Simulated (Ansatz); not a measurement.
# Worked example: correlation energy of H₂B–O⁺, triplet

Geometry: that of the H2B–O, doublet, kept fixed.

```xyz
4

B     0.0000    0.0000    0.6689
O     0.0000    0.0000   -0.6123
H     0.0000    1.0503    1.2721
H     0.0000   -1.0503    1.2721
```

Basis cc-pVDZ; Ansatz 0.2.0. Correlated methods freeze the noble-gas cores, which leaves 10 electrons in 36 orbitals. Prefix R: restricted or restricted open-shell reference; prefix U: unrestricted.

Full CI isn't at hand for all of this; UCCSDT(Q) serves as the reference, and is uncertain by the last step of the cluster series or more.

UCCSD has a T1 diagnostic of 0.039 and a largest doubles amplitude of 0.06.

Runs differ by some tens of microhartree through their thresholds and, for an open shell, their frozen cores, so steps under 0.03 kcal/mol mean nothing.

```json
{"level": "UHF", "total energy (hartree)": "-100.264533"}
{"level": "UMP2", "total energy (hartree)": "-100.455606"}
{"level": "UCCSD", "total energy (hartree)": "-100.492126"}
{"level": "UCCSD(T)", "total energy (hartree)": "-100.496877"}
{"level": "UCCSDT", "total energy (hartree)": "-100.497798"}
{"level": "UCCSDT(Q)", "total energy (hartree)": "-100.498202"}
```

Q: What is the correlation energy at UCCSDT(Q), and what share of it do UMP2 and UCCSD(T) recover?

A: E(corr) = -100.498202 − (-100.264533) = -0.233669 hartree = -6.358 eV. UMP2: -0.191073 / -0.233669 = 81.77 %. UCCSD(T): -0.232344 / -0.233669 = 99.43 %.

Q: By how many kcal/mol does UCCSD(T) miss UCCSDT(Q) (1 hartree = 627.509 kcal/mol), and which steps make up the rest?

A: -100.496877 − (-100.498202) = 0.001325 hartree = 0.83 kcal/mol. Steps: UCCSDT − UCCSD(T) = -0.58, UCCSDT(Q) − UCCSDT = -0.25 kcal/mol. Differences between like states or geometries often cancel part of this.
